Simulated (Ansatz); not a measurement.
## Ansatz (development build ahead of 0.2.0) run

```yaml
crystal:
  periodic: [false, false, false]
  atoms:
    - { symbol: "N", position_ang: [-0.07656, -0.1129, 0.18795] }
    - { symbol: O, position_ang: [-0.09399, 1.01867, 0.38814] }
    - { symbol: O, position_ang: [2.92654, 0.01314, -0.07962] }
    - { symbol: H, position_ang: [3.11398, 0.82298, 0.3468] }
    - { symbol: H, position_ang: [3.62606, -0.07636, -0.70661] }
basis:
  gaussian: { orbitals: def2-SVP }
magnetization:
  spin_polarized: true
  initial_magnetization: 1
hamiltonian:
  xc: hf
output:
  forces: true
```

The input is written out in the form of the current development build from the run's settings.

Output:

* Converged: yes
* Total energy: -205.10410 hartree
* Spin squared of the determinant: 0.791
* Stability test: minimum

Forces (eV/Å):
```tsv
atom	Fx	Fy	Fz
N1	-0.087	3.716	0.654
O2	0.068	-3.725	-0.658
O3	-0.032	-0.462	-0.294
H4	0.028	0.631	0.435
H5	0.022	-0.160	-0.138
```
